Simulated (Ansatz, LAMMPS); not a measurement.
**Ladder of methods for the LO(Γ) frequency of rock-salt BaO**

Reference value: 440 cm⁻¹ (measured, temperature not stated, not corrected to a static lattice; as tabulated in Roshan et al. (2021), arXiv:2110.13857).

| level (code) | value (cm⁻¹) | cell (Å³/atom) |
|---|---|---|
| ionic model bush1994 (shell model, LAMMPS) | 375 | 20.74 |
| ionic model lewis1985b (shell model, LAMMPS) | 362 | 20.94 |
| ionic model lewis1985c (shell model, LAMMPS) | 422 | 21.11 |
| LDA (Ansatz) | [?] | 20.06 |
| PBE (Ansatz) | 383 | 21.65 |

Task: What belongs in the gaps?

Result: 
- LDA (Ansatz, a quantum-chemistry and plane-wave program), value (cm⁻¹): 405

Differences against the reference: ionic model bush1994 -14.8 %, ionic model lewis1985b -17.7 %, ionic model lewis1985c -4.1 %, LDA -8.0 %, PBE -13.0 %.

Closest of the ranked levels: ionic model lewis1985c (-4.1 %). Among them ionic model lewis1985b (-17.7 %) misses by most. All 5 levels lie below the reference.

The reference isn't brought to a static lattice, while the calculations are for one, so the differences are not the levels' errors alone.  Each level is taken at its own relaxed cell. Ansatz's density-functional and Hartree–Fock values are scalar-relativistic unless marked +SOC, with PAW data made under PBE.

Empirical potentials (ionic model bush1994, ionic model lewis1985b, ionic model lewis1985c) are fitted to chosen data: where that held the value shown, agreement is built in, and what lay outside the fit can be far off.

Differences are worked out from the printed values.
